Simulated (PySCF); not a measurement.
**NO: bond curves at several levels of theory**

Aim: find the lowest electronic state of NO, scan its bond at several levels of theory, and get bond length, wavenumber and dissociation energy from each curve.

The runs use PySCF 2.14.0; N pcseg-1, O pcseg-1, no relativity.

## Step 1: Set-up

The job is set up so:

* atoms: N, O
* charge: 0
* basis: N pcseg-1, O pcseg-1
* Hamiltonian: no relativity
* basis functions: 28
* electrons treated: 15
* masses in u: 14.0031, 15.9949
* levels: PBE0, PBE, r²SCAN, B97-3, LDA, B3LYP, HF, MP2, SCS-MP2, CCSD, CCSD(T)
* grid: 80 radial by 434 angular points
* occupations: held fixed by the projection of orbital angular momentum
* dissociation limit: N + O, each in its ground configuration
* starting distance in angstrom: 1.255
* values of 2S to try: 1, 3, 5

Started as:

```console
$ OMP_NUM_THREADS=1 python dia.py task.json out
```

The runs that follow: The PBE0 curve of the state that the search chose; Higher solutions at PBE0; PBE (GGA); r²SCAN; B97-3 (global hybrid GGA); LDA; B3LYP; UHF; Correlated methods on the Hartree–Fock reference.

Before running it: what results should come out? Wanted: for each run, Re; ωe; De; μ.

The runs gave:

Lowest PBE0 solution found, without spin–orbit coupling: ²Π (doublet), unpaired electrons π ↑. State 2 has its PBE0 minimum 4.51 eV higher. The other levels ran on the lowest alone.

```tsv
level	Re (Å)	ωe (cm⁻¹)	De (eV)	μ (D)
UHF-CCSD	1.158	1967	5.43	n/a
LDA	1.156	1965	8.44	0.12
PBE	1.165	1908	7.31	0.08
r²SCAN	1.155	1976	6.41	0.01
B3LYP	1.153	1993	6.54	0.01
PBE0	1.146	2053	6.46	0.01
B97-3	1.148	2043	6.56	0.00
```

De is counted to N + O in their ground configurations. A positive dipole means N(−)O(+). No constants: UHF (the points don't follow one smooth fit); UHF-MP2 (the points don't follow one smooth fit); UHF-SCS-MP2 (the points don't follow one smooth fit); UHF-CCSD(T) (the points don't follow one smooth fit).

The methods spread over 0.019 Å in bond length, from PBE0 to PBE. Of the levels with a De here, UHF-CCSD gives the least (5.43 eV) and LDA the most (8.44 eV).

Correlated steps freeze 2 core orbitals. T1 is 0.026 near the minimum (highest on the curve 0.106), which may point to more than one leading configuration. At some levels the lowest empty orbital lies below the highest filled one (the two can be of opposite spin).
